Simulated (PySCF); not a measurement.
# Cost against result

Saddle point of CH$_{8}$AlN, closed shell (CH₅N ([CH3][NH2]) + AlH₃ → CH₆AlN ([CH3][NH][AlH2]) + H₂; bonds formed: H2–H5; dative contacts that become bonds: Al1–N6; bonds broken: Al1–H2, H5–N6), PBE0-D4/def2-TZVP structure:

Al1  (-0.066, -1.186, 0.958)
H2  (1.682, -1.024, 0.446)
H3  (-0.729, -2.263, 0.002)
H4  (-0.050, -1.255, 2.542)
H5  (1.232, -0.162, 0.291)
N6  (0.001, 0.575, 0.269)
C7  (-0.424, 0.928, -1.074)
H8  (-0.047, 1.357, 0.908)
H9  (0.085, 1.825, -1.440)
H10  (-1.504, 1.095, -1.145)
H11  (-0.179, 0.110, -1.758)
(Å)

Barriers are electronic and count from the start structure reached by relaxing down the imaginary mode.

Program: PySCF 2.14 with density fitting (its default auxiliary sets; JK sets also for MP2 and CCSD(T)). Basis: as named in each row. Cores are frozen in the correlated methods. B3LYP uses VWN-RPA correlation. Extrapolation: Hartree–Fock as exp(−7.88 √X), correlation as X^−2.97.

Times are rough, for one single point on 4 threads of a shared host (Arm Neoverse V1).

The estimate by CCSD(T) at an estimated basis limit (MP2 extrapolated from triple and quadruple zeta, plus CCSD(T) − MP2 in triple zeta) is 142.3 kJ/mol.

| method | basis | time (s) | barrier (kJ/mol) | method less estimate |
| --- | --- | --- | --- | --- |
| HF | STO-3G | under 1 | 229.2 | 87.0 |
| B3LYP-D4 | 6-31G | 3 | 163.6 | 21.3 |
| PBE0-D4 | def2-SVP | 4 | 134.7 | -7.6 |
| PBE-D4 | def2-SVP | 4 | 118.3 | -24.0 |
| MP2 | def2-QZVPP | 5 | 135.6 | -6.6 |
| SPW92 | def2-TZVPP | 10 | 104.9 | -37.4 |
| PBE0-D4 | def2-TZVPP | 12 | 131.9 | -10.4 |
| B3LYP-D4 | def2-TZVPP | 12 | 134.1 | -8.2 |
| BHLYP-D4 | def2-TZVPP | 12 | 152.9 | 10.7 |
| PBE-D4 | def2-TZVPP | 13 | 116.3 | -25.9 |
| CCSD(T) | def2-SVP | 21 | 156.7 | 14.4 |
| r2SCAN-D4 | def2-TZVPP | 33 | 124.4 | -17.9 |
| wB97M-V | def2-TZVPP | 240 | 142.9 | 0.6 |
| CCSD(T) | def2-TZVPP | 510 | 146.9 | 4.6 |

All methods are single points on the PBE0-D4 structures.

No T1 diagnostic of these runs exceeds 0.013.

The step is the kind of exchange with an N–H group that builds nitride films in atomic layer and chemical vapour deposition.

Labels in which every atom is bracketed show which atoms are joined, not bond orders.
